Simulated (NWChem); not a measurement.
**One site exchanged: H, F, Cl, Br**

Each species was optimised at PBE0/def2-SVP with NWChem, gas phase unless a solvent is named. Pople sets run with spherical d functions. This build's default masses of Se (78.918 u) and Br (79.917 u) are each other's, which moves their modes by up to 0.6 %. Shieldings are non-relativistic GIAO values without spin-orbit effects.

A: FC (CH3F)
B: C(F)F (CH$_{2}$F$_{2}$)
C: C(Cl)F (CH2ClF)
D: BrCF (CH2BrF)

```
quantity                                                         A (H)  B (F)  C (Cl)  D (Br)
---------------------------------------------------------------  -----  -----  ------  ------
Pauling electronegativity of the site (pymatgen's table)          2.20   3.98    3.16    2.96
electrons in the molecule                                           18     26      34      52
dipole (D), PBE0/def2-SVP                                         1.74   1.80    1.81    1.77
orbital gap (eV), PBE0/def2-SVP                                  11.77  11.85    9.86    8.25
highest harmonic frequency (cm⁻¹), PBE0/def2-SVP                  3138   3131    3180    3197
vertical ionisation energy, ΔSCF, PBE/def2-SVP (eV)              12.40  12.08   11.05   10.55
vertical ionisation energy, ΔSCF, B3LYP/def2-SVP (eV)            12.80  12.70   11.43   10.85
static polarisability, B3LYP/def2-SVPD (bohr³)                    17.0   17.7    30.4    37.9
lowest singlet excitation, B3LYP/def2-SVPD, TDA (eV)              9.05   9.04    7.37    6.10
SMD solvation free energy in water, PBE0/def2-SVP (kcal/mol)       0.2   -0.5    -1.1    -1.4
SMD solvation free energy in n-hexane, PBE0/def2-SVP (kcal/mol)   -0.8   -1.1    -2.3    -2.9
13C shift against tetramethylsilane, PBE0/pcSseg-1 (ppm)          70.9  111.3    94.8    92.9
13C shift against tetramethylsilane, B3LYP/6-31G* (ppm)           66.5  104.6    88.9    88.2
```

“Orbital gap (eV), PBE0/def2-SVP” runs from 8.25 in D (Br) to 11.85 in B (F), in no step with either the site's electronegativity or the electron count. “Highest harmonic frequency (cm⁻¹), PBE0/def2-SVP” runs from 3131 in B (F) to 3197 in D (Br), in no step with either the site's electronegativity or the electron count. “Vertical ionisation energy, ΔSCF, PBE/def2-SVP (eV)” runs from 10.55 in D (Br) to 12.40 in A (H), falling in step with the number of electrons. “Vertical ionisation energy, ΔSCF, B3LYP/def2-SVP (eV)” runs from 10.85 in D (Br) to 12.80 in A (H), falling in step with the number of electrons. “Static polarisability, B3LYP/def2-SVPD (bohr³)” runs from 17.0 in A (H) to 37.9 in D (Br), rising in step with the number of electrons. “Lowest singlet excitation, B3LYP/def2-SVPD, TDA (eV)” runs from 6.10 in D (Br) to 9.05 in A (H). “SMD solvation free energy in water, PBE0/def2-SVP (kcal/mol)” runs from -1.4 in D (Br) to 0.2 in A (H), falling in step with the number of electrons. “SMD solvation free energy in n-hexane, PBE0/def2-SVP (kcal/mol)” runs from -2.9 in D (Br) to -0.8 in A (H), falling in step with the number of electrons. “13C shift against tetramethylsilane, PBE0/pcSseg-1 (ppm)” runs from 70.9 in A (H) to 111.3 in B (F), rising in step with the site's electronegativity. “13C shift against tetramethylsilane, B3LYP/6-31G* (ppm)” runs from 66.5 in A (H) to 104.6 in B (F), rising in step with the site's electronegativity. The order by vertical ionisation energy is the reverse of the order by static polarisability.

These are trends among computed rows of three or four species; they are not measurements.
